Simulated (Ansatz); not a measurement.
# CH5NSi: one structure at several levels

A test off equilibrium: a structure displaced at random from a GFN2-xTB minimum is computed at several levels, and each is set against CCSD(T).

Computed with Ansatz 0.2.0, Gaussian basis. Level: single points in def2-TZVPP.

Cores are frozen in the correlated methods.

## 1. The starting structure

SMILES `C=N[SiH3]`, 8 atoms, charge 0, spin multiplicity 1.

Atoms are counted from 1 here; the program's logs count them from 0.

Bond lengths: C1–N2 1.291 Å, C1–H4 1.066 Å, C1–H5 1.026 Å, N2–Si3 1.975 Å, Si3–H7 1.362 Å, Si3–H8 1.388 Å. Angles: N2–C1–H4 95.7°, N2–C1–H5 139.5°, H4–C1–H5 124.4°, C1–N2–Si3 122.2°, N2–Si3–H7 119.3°, N2–Si3–H8 98.3°, H7–Si3–H8 115.6°.

Geometry (Å):

```
C    -0.9146    0.7369   -0.9686
N    -0.6030   -0.3918   -0.4254
Si    0.9057   -0.5720    0.8363
H    -1.6507    0.3380   -1.6286
H    -0.5989    1.7134   -0.9753
H     0.2834    0.4579    2.1834
H     2.1472   -0.1653    0.4529
H     0.7774   -1.9262    1.1103
```

## 2. CCSD(T)/def2-TZVPP

The input, run/in.yaml:

```yaml
crystal:
  periodic: [false, false, false]
  atoms:
    - {symbol: C, position_ang: [-0.914600, 0.736900, -0.968600]}
    - {symbol: N, position_ang: [-0.603000, -0.391800, -0.425400]}
    - {symbol: Si, position_ang: [0.905700, -0.572000, 0.836300]}
    - {symbol: H, position_ang: [-1.650700, 0.338000, -1.628600]}
    - {symbol: H, position_ang: [-0.598900, 1.713400, -0.975300]}
    - {symbol: H, position_ang: [0.283400, 0.457900, 2.183400]}
    - {symbol: H, position_ang: [2.147200, -0.165300, 0.452900]}
    - {symbol: H, position_ang: [0.777400, -1.926200, 1.110300]}
basis:
  gaussian: {orbitals: def2-TZVPP}
correlation: {method: ccsd_t}
output: {forces: true}
```

No record of the launch command was kept for these runs.

## 3. PBE0-D4/def2-TZVPP

Changes to run/in.yaml since step 2:

```diff
@@ -13,3 +13,3 @@
   gaussian: {orbitals: def2-TZVPP}
-correlation: {method: ccsd_t}
-output: {forces: true}
+hamiltonian: {xc: pbe0, dispersion: d4}
+output: {forces: true, orbitals: {seedname: orbitals}}
```

## 4. wB97M-V/def2-TZVPP

Changes to run/in.yaml since step 3:

```diff
@@ -13,3 +13,3 @@
   gaussian: {orbitals: def2-TZVPP}
-hamiltonian: {xc: pbe0, dispersion: d4}
-output: {forces: true, orbitals: {seedname: orbitals}}
+hamiltonian: {xc: {name: wB97M-V}}
+output: {forces: true}
```

## 5. r2SCAN-D4/def2-TZVPP

Changes to run/in.yaml since step 4:

```diff
@@ -13,3 +13,3 @@
   gaussian: {orbitals: def2-TZVPP}
-hamiltonian: {xc: {name: wB97M-V}}
+hamiltonian: {xc: r2scan, dispersion: d4}
 output: {forces: true}
```

## 6. PBE-D4/def2-TZVPP

Changes to run/in.yaml since step 5:

```diff
@@ -13,3 +13,3 @@
   gaussian: {orbitals: def2-TZVPP}
-hamiltonian: {xc: r2scan, dispersion: d4}
+hamiltonian: {xc: pbe, dispersion: d4}
 output: {forces: true}
```

## 7. BLYP-D4/def2-TZVPP

Changes to run/in.yaml since step 6:

```diff
@@ -13,3 +13,3 @@
   gaussian: {orbitals: def2-TZVPP}
-hamiltonian: {xc: pbe, dispersion: d4}
+hamiltonian: {xc: {name: BLYP}, dispersion: d4}
 output: {forces: true}
```

## 8. SPW92/def2-TZVPP

Changes to run/in.yaml since step 7:

```diff
@@ -13,3 +13,3 @@
   gaussian: {orbitals: def2-TZVPP}
-hamiltonian: {xc: {name: BLYP}, dispersion: d4}
+hamiltonian: {xc: lda}
 output: {forces: true}
```

(Steps that only read results are left out.)

Q: Predict the outcome of this session. Wanted: energy less free atoms, CCSD(T)/def2-TZVPP; RMS force component; RMS force error; HOMO and LUMO, PBE0-D4; T1 diagnostic.

As calculated:

| quantity | value |
| --- | --- |
| energy less free atoms, CCSD(T)/def2-TZVPP | -2471.6 kJ/mol |
| RMS force component | 2.199 to 2.384 eV/Å over the methods |
| RMS force error | PBE0-D4 0.328, wB97M-V 0.286, r2SCAN-D4 0.239, PBE-D4 0.234, BLYP-D4 0.220, SPW92 0.356 eV/Å |
| HOMO and LUMO, PBE0-D4 | -6.75 and -1.05 eV |
| T1 diagnostic | 0.015 |

What this shows: Against CCSD(T) the functionals' energies less atoms differ by -428.6 to -58.6 kJ/mol, PBE-D4 by -123.4 kJ/mol. CCSD(T) in triple zeta still lacks some correlation energy of the bonds, so part of these gaps is its own basis error and they don't rank the functionals. The forces of BLYP-D4 come nearest to CCSD(T), those of SPW92 are farthest. Frozen-core CCSD(T) forces in triple zeta carry basis errors of their own, and this is one geometry, so small gaps rank nothing. The restricted Hartree–Fock reference is unstable towards an unrestricted one at one or more of these structures.
